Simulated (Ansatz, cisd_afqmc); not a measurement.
System: C₂H₃, charge 0, doublet. C2H3 (SMILES [CH]=C, doublet).
B3LYP-D3(BJ)/def2-TZVP minimum from Ansatz (a quantum-chemistry and plane-wave program):
```xyz
5

C      0.0510    -0.5838    -0.0118
C      0.0446     0.7173     0.0179
H     -0.8735    -1.1638    -0.0541
H      0.9720    -1.1602     0.0038
H     -0.6722     1.5232     0.0139
```
Charge 0, spin multiplicity 2.

Total energies in aug-cc-pVDZ, 11 correlated electrons, 2 frozen orbitals. Open shells are spin-unrestricted; no spin-orbit coupling. Cores are frozen in correlated methods. No relativity. AFQMC/CISD: phaseless, guided by CISD from CCSD amplitudes; bars are statistical, one sigma. Outlying blocks are dropped, and bars are widened where a walk drifts. Over all cases where full CI ran beside it in this data, AFQMC minus full CI had a median of +0.1 mEh and passed +0.4 mEh in a tenth of the cases. The UHF reference of C2H3 ([CH]=C, doublet) is spin-contaminated (<S^2> up to 0.19 over the pure value in the sets run).

```json
[
 {"method": "HF", "program": "Ansatz", "energy (Eh)": "-77.40058", "minus CCSDT(Q) (mEh)": "288.21"},
 {"method": "MP2", "program": "Ansatz", "energy (Eh)": "-77.64012", "minus CCSDT(Q) (mEh)": "48.67"},
 {"method": "CCSD", "program": "Ansatz", "energy (Eh)": "-77.67686", "minus CCSDT(Q) (mEh)": "11.93"},
 {"method": "CCSD(T)", "program": "Ansatz", "energy (Eh)": "-77.68688", "minus CCSDT(Q) (mEh)": "1.91"},
 {"method": "CCSDT(Q)", "program": "Ansatz", "energy (Eh)": "-77.68879", "minus CCSDT(Q) (mEh)": "0.00"},
 {"method": "AFQMC/CISD", "program": "cisd_afqmc", "energy (Eh)": "-77.6890 ± 0.0004", "minus CCSDT(Q) (mEh)": "-0.2 ± 0.4"}
]
```

Rough core times of Ansatz's runs on a shared machine: CCSD(T) under 20 s, CCSDT(Q) 2 min.
